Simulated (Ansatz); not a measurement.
```json
{"atom": "C", "x (Å)": "0.7133", "y (Å)": "0.0000", "z (Å)": "0.0000"}
{"atom": "B", "x (Å)": "-0.8130", "y (Å)": "0.0000", "z (Å)": "0.0000"}
{"atom": "H", "x (Å)": "1.3075", "y (Å)": "-0.9074", "z (Å)": "-0.0836"}
{"atom": "H", "x (Å)": "1.3075", "y (Å)": "0.9074", "z (Å)": "0.0836"}
{"atom": "H", "x (Å)": "-1.4150", "y (Å)": "1.0273", "z (Å)": "-0.0738"}
{"atom": "H", "x (Å)": "-1.4150", "y (Å)": "-1.0272", "z (Å)": "0.0739"}
```

Basis set: pcseg-2 (spherical functions). Charge 0, multiplicity 2.

Computed with Ansatz (development build ahead of 0.2.0); each method stands on the lowest determinant of its kind that the runs found. Restricted functionals stand beside restricted open-shell atoms, which can lie above the unrestricted atoms usual in DFT and then raise those values.

The atomization energy at this shape (free ground-state atoms in the same class of orbitals less the molecule, no zero-point energy) of doublet CH4B:

| method | atomization energy |
| --- | --- |
| PBE0 (unrestricted) | 21.34 eV |
| PBE0 (restricted open-shell) | 21.38 eV |

Task: What does r²SCAN (unrestricted) give?

Result: 21.49 eV.

The shape needn't be a minimum at these levels.
